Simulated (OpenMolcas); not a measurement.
# SO2F2 (sulfuryl fluoride): M06-HF/ANO-RCC-VTZP (sfX2C, RICD fitting), part 2 of 2

OpenMolcas 26.06. The steps go on from the part before.

## 3. The doublet anion, same level

geom.xyz

```xyz
5

O     -0.388200    -0.151100     1.421700
S      0.070900    -0.096900     0.095900
O      1.129600    -0.862200    -0.418700
F     -1.140900    -0.267600    -0.837400
F      0.328600     1.377800    -0.261400
```

job.input

```
&GATEWAY
 Coord=geom.xyz
 Basis=ANO-RCC-VTZP
 Group=NoSym
 RICD
 RX2C

&SEWARD
 Expert

&SCF
 UHF
 Charge=-1
 Spin=2
 KSDFT=M06HF
 PrOrbitals=1 1
```

Command:

```sh
export MOLCAS_MEM=1860
pymolcas job.input > job.log
```

The program printed:

```text
--- Start Module: gateway ---

                                              &GATEWAY

                       available to each process: 1.9 GB of memory, 1 thread

++    Symmetry information:
      ---------------------

                    Character Table for C1

                             E
                    a        1  x, y, xy, Rz, z, xz, Ry, yz, Rx, I
--

++    Basis set information:
      ----------------------

      Basis set label: O.ANO-RCC...4S3P2D1F.

      Electronic valence basis set:
      ------------------
      Associated Effective Charge   8.000000 au
      Associated Actual Charge      8.000000 au
      Nuclear Model: Point charge

      Shell  nPrim  nBasis  Cartesian Spherical Contaminant
         s      14       4        X
         p       9       3        X
         d       4       2                 X
         f       3       1                 X

      Basis set label: S.ANO-RCC...5S4P2D1F.

      Electronic valence basis set:
      ------------------
      Associated Effective Charge  16.000000 au
      Associated Actual Charge     16.000000 au
      Nuclear Model: Point charge

      Shell  nPrim  nBasis  Cartesian Spherical Contaminant
         s      17       5        X
         p      12       4        X
         d       5       2                 X
         f       4       1                 X

      Basis set label: O.ANO-RCC...4S3P2D1F.

      Electronic valence basis set:
      ------------------
      Associated Effective Charge   8.000000 au
      Associated Actual Charge      8.000000 au
      Nuclear Model: Point charge

      Shell  nPrim  nBasis  Cartesian Spherical Contaminant
         s      14       4        X
         p       9       3        X
         d       4       2                 X
         f       3       1                 X

      Basis set label: F.ANO-RCC...4S3P2D1F.

      Electronic valence basis set:
      ------------------
      Associated Effective Charge   9.000000 au
      Associated Actual Charge      9.000000 au
      Nuclear Model: Point charge

      Shell  nPrim  nBasis  Cartesian Spherical Contaminant
         s      14       4        X
         p       9       3        X
         d       4       2                 X
         f       3       1                 X
--

++    Molecular structure info:
      -------------------------

                    ************************************************
                    **** Cartesian Coordinates / bohr, angstrom ****
                    ************************************************

     Center  Label                x              y              z                     x              y              z
        1      O1              -0.733592      -0.285538       2.686624             -0.388200      -0.151100       1.421700
        2      S2               0.133982      -0.183114       0.181225              0.070900      -0.096900       0.095900
        3      O3               2.134635      -1.629322      -0.791228              1.129600      -0.862200      -0.418700
        4      F4              -2.155989      -0.505691      -1.582457             -1.140900      -0.267600      -0.837400
        5      F5               0.620964       2.603665      -0.493974              0.328600       1.377800      -0.261400

                    ***************************************
                    *    InterNuclear Distances / bohr    *
                    ***************************************

               1 O1            2 S2            3 O3            4 F4            5 F5
    1 O1       0.000000
    2 S2       2.653337        0.000000
    3 O3       4.704034        2.653261        0.000000
    4 F4       4.505189        2.908366        4.505334        0.000000
    5 F5       4.505387        2.908468        4.505301        4.308637        0.000000

                    *******************************************
                    *    InterNuclear Distances / angstrom    *
                    *******************************************

               1 O1            2 S2            3 O3            4 F4            5 F5
    1 O1       0.000000
    2 S2       1.404085        0.000000
    3 O3       2.489267        1.404045        0.000000
    4 F4       2.384043        1.539041        2.384120        0.000000
    5 F5       2.384148        1.539095        2.384102        2.280032        0.000000

                    **************************************
                    *    Valence Bond Angles / degree    *
                    **************************************
                          Atom centers                 Phi
                      1 O1       2 S2       3 O3       124.86
                      1 O1       2 S2       4 F4       108.11
                      1 O1       2 S2       5 F5       108.12
                      3 O3       2 S2       4 F4       108.12
                      3 O3       2 S2       5 F5       108.11
                      4 F4       2 S2       5 F5        95.59
--

            Nuclear Potential Energy            291.83608108 au

--- Stop Module: gateway /rc=_RC_ALL_IS_WELL_ ---
--- Module gateway spent 1 second ---

--- Start Module: seward ---

                                              &SEWARD

                       available to each process: 1.9 GB of memory, 1 thread

[... 1 line left out ...]
 ###    WARNING:  EXPERT option is ON!                                       ###
[... 48 lines left out ...]
      Nuclear repulsion energy =  291.83608108
[... 66 lines left out ...]
++ Convergence information
                               UHF M06HF      iterations: Energy and convergence statistics
[... 29 lines left out ...]
       Convergence after  20 Iterations
[... 3 lines left out ...]
 *                                             SCF/KS-DFT Program, Final results                                             *
 *                                                       Final Results                                                       *
[... 101 lines left out ...]
      Total electronic charge=   51.000000

      Total            charge=   -1.000000
--

++    Static properties:
      ------------------

      LoProp Charges per center

                   O1       S2       O3       F4       F5
      Nuclear      8.0000  16.0000   8.0000   9.0000   9.0000
      Electronic  -8.9197 -14.0901  -8.9197  -9.5352  -9.5352

      Total       -0.9197   1.9099  -0.9197  -0.5352  -0.5352
--

++    Natural Bond Order analysis
      ---------------------------
      Based on LoProp computed density
      -------------------------------------------------------------------------------------
      Atom A       Atom B       Bond Order
      -------------------------------------------------------------------------------------
      NBO located      0.990 non-bonded electrons on atom O1
      NBO located      0.937 non-bonded electrons on atom O1
      NBO located      0.908 non-bonded electrons on atom O1
      NBO located      0.996 non-bonded electrons on atom S2
      NBO located      0.997 non-bonded electrons on atom S2
      NBO located      0.997 non-bonded electrons on atom S2
      NBO located      0.997 non-bonded electrons on atom S2
      NBO located      0.995 non-bonded electrons on atom F4
      NBO located      0.975 non-bonded electrons on atom F4
      NBO located      0.995 non-bonded electrons on atom F5
      NBO located      1.008 non-bonded electrons on atom F5
      NBO located      0.973 non-bonded electrons on atom F5
      The remaining    8.357 electrons are to be considered as diffuse
--

++    Molecular orbitals:
      -------------------

      Title: Natural orbitals

      Molecular orbitals for symmetry species 1: a

          Orbital            1         2         3         4         5         6         7         8         9        10
          Energy          -91.5290  -25.7627  -25.7614  -20.0095  -19.9808   -6.5591   -6.8483   -6.5277   -8.2817   -1.0914
          Occ. No.          2.0000    2.0000    2.0000    2.0000    2.0000    2.0000    2.0000    2.0000    2.0000    2.0000

          Orbital           11        12        13        14        15        16        17        18        19        20
          Energy           -1.2193   -1.1030   -0.8891   -0.8251   -0.5672   -0.7748   -0.4979   -0.4676   -0.5021   -0.5648
          Occ. No.          2.0000    2.0000    2.0000    2.0000    2.0000    2.0000    1.9999    1.9999    1.9999    1.9999

          Orbital           21        22        23        24        25        26        27        28        29        30
          Energy           -0.3411   -0.7206   -0.4687   -0.4411   -0.4068    0.1849    0.4020    0.4733    0.6075    0.6227
          Occ. No.          1.9998    1.9998    1.9994    1.9990    1.9984    1.0000    0.0016    0.0010    0.0006    0.0002

          Orbital           31        32        33        34        35        36        37        38        39        40
          Energy            0.8565    0.8779    1.2313    0.8922    0.7554    1.2597    0.9375    1.3172    1.1236    1.5268
          Occ. No.          0.0002    0.0001    0.0001    0.0001    0.0001    0.0000    0.0000    0.0000    0.0000    0.0000

          Orbital           41        42        43        44        45        46        47        48        49        50
          Energy            1.2467    1.0624    3.1044    2.4118    4.2430    4.3774    3.9859    4.5821    5.2775    5.2653
          Occ. No.          0.0000    0.0000    0.0000    0.0000    0.0000    0.0000    0.0000    0.0000    0.0000    0.0000

          Orbital           51        52        53        54        55        56        57        58        59        60
          Energy            4.3579    1.4234    1.2236    2.0808    2.3179    2.2694    0.9807    0.6820    3.1546    0.9006
          Occ. No.          0.0000    0.0000    0.0000    0.0000    0.0000    0.0000    0.0000    0.0000    0.0000    0.0000

          Orbital           61        62        63        64        65        66        67        68        69        70
          Energy            1.9390    1.9655    1.5860    2.7228    5.1697    3.6132    1.7476    5.7830    6.9361    2.8279
          Occ. No.          0.0000    0.0000    0.0000    0.0000    0.0000    0.0000    0.0000    0.0000    0.0000    0.0000

          Orbital           71        72        73        74        75        76        77        78        79        80
          Energy            1.4430    1.0072    1.4093    4.3824    5.7321    3.6145    4.3598    3.6814    4.3455    2.3283
          Occ. No.          0.0000    0.0000    0.0000    0.0000    0.0000    0.0000    0.0000    0.0000    0.0000    0.0000

          Orbital           81        82        83        84        85        86        87        88        89        90
          Energy            2.2152    5.9271    1.2228    1.2801    4.7391    1.4215    1.3526    1.7810    5.7169    5.6501
          Occ. No.          0.0000    0.0000    0.0000    0.0000    0.0000    0.0000    0.0000    0.0000    0.0000    0.0000

          Orbital           91        92        93        94        95        96        97        98        99       100
          Energy            3.0835    2.9393    4.1165    1.9397    5.4619    2.0051    3.7015    4.9182    3.6047    1.2767
          Occ. No.          0.0000    0.0000    0.0000    0.0000    0.0000    0.0000    0.0000    0.0000    0.0000    0.0000

          Orbital          101       102       103       104       105       106       107       108       109       110
          Energy            1.2280    3.8869    5.4583    5.5596    1.8047    2.9737    2.9110    7.4925    4.8308    4.3331
          Occ. No.          0.0000    0.0000    0.0000    0.0000    0.0000    0.0000    0.0000    0.0000    0.0000    0.0000

          Orbital          111       112       113       114       115       116       117       118       119       120
          Energy            7.4444    4.3263    1.9532    1.8298    7.2698    4.9186    6.6327    7.5252    2.4110    4.6365
          Occ. No.          0.0000    0.0000    0.0000    0.0000    0.0000    0.0000    0.0000    0.0000    0.0000    0.0000

          Orbital          121       122       123       124       125       126
          Energy            3.7442    1.8197    6.1307    3.8877    6.5523    5.2961
          Occ. No.          0.0000    0.0000    0.0000    0.0000    0.0000    0.0000

--

++    Molecular properties:
      ---------------------

      Charge (e):
                      =   -1.0000
      Dipole Moment (debye):
      Origin of the operator (angstrom)=   -0.0128    0.0175   -0.0173
                   X= -6.5531E-01               Y=  8.9468E-01               Z= -8.8643E-01           Total=  1.4197E+00
      Center of Charge (angstrom)
                     X=    0.12361338               Y=   -0.16874745               Z=    0.16722574
      Quadrupole Moment (debye*angstrom):
      Origin of the operator (angstrom)=   -0.0128    0.0175   -0.0173
                  XX= -4.3357E+01              XY=  1.3821E+00              XZ=  1.4374E+00              YY= -4.2431E+01
                  YZ= -1.4089E-01              ZZ= -4.4507E+01
      In traceless form (debye*angstrom)
                  XX=  1.1254E-01              XY=  2.0732E+00              XZ=  2.1562E+00              YY=  1.5006E+00
                  YZ= -2.1133E-01              ZZ= -1.6132E+00
--

--- Stop Module: scf /rc=_RC_ALL_IS_WELL_ ---
--- Module scf spent 1 minute 9 seconds ---

.##################.
.# Happy landing! #.
.##################.

    Timing: Wall=78.70 User=76.75 System=1.93
```

Wall time 79 s (1 thread of Arm Neoverse V2, shared host); peak memory 0.18 GiB.

## 4. Outcome

This closing draws on all 2 parts.

At M06-HF/ANO-RCC-VTZP (sfX2C, RICD fitting):

```
                                         quantity          value
                      singlet SO2F2: total energy  -749.78672 Eh
                     singlet SO2F2: dipole moment         1.23 D
                       singlet SO2F2: HOMO energy      -15.24 eV
                       singlet SO2F2: LUMO energy        1.85 eV
                     singlet SO2F2: HOMO–LUMO gap       17.09 eV
                      doublet anion: total energy  -749.72668 Eh
doublet anion: HOMO energy (highest over α and β)        1.25 eV
 doublet anion: LUMO energy (lowest over α and β)        7.23 eV
                              doublet anion: ⟨S²⟩          0.758
vertical electron affinity (to the doublet anion)      -1.634 eV
```

In words: This program's gradients are faulty for this kind of reference, so any forces in the log (doublet anion) can't be trusted; the energy can. The anion lies 1.63 eV (158 kJ/mol) above the neutral: the electron isn't bound at this level, and such a value depends on the basis. Without diffuse functions anions come out too high. Mulliken charges (singlet SO2F2) run from -0.28 on O1 to +0.92 on S2. At M06-HF/ANO-RCC-VTZP: The measured dipole moment is 1.12 D (NIST CCCBDB); the computed value is 0.11 D (10 %) too high. Mulliken charges (doublet anion) run from -0.30 on O1 to -0.08 on S2; they depend strongly on the basis. The HOMO (doublet anion) lies at positive energy, 1.25 eV; only total energies tell whether the electron is bound.
